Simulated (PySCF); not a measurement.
CH₂Cl₂, SMILES C(Cl)Cl. The structure is a stationary point at r2SCAN-D4/def2-TZVP.

TDDFT-CAM-B3LYP/def2-SVPD (PySCF) puts the lowest singlet excitations at 6.97, 7.21, 7.44, 7.63, 8.26, 8.36 eV.

Q: What are the lowest excitation roots from ADC(2)/aug-cc-pVDZ in PySCF? (Estimate from the structure and the level; the computed values follow.)

A: 7.18, 7.32, 7.86, 7.94, 8.12, 8.36 eV. S1 differs by 0.22 eV (second minus first; roots are paired by order, and the bases may differ).
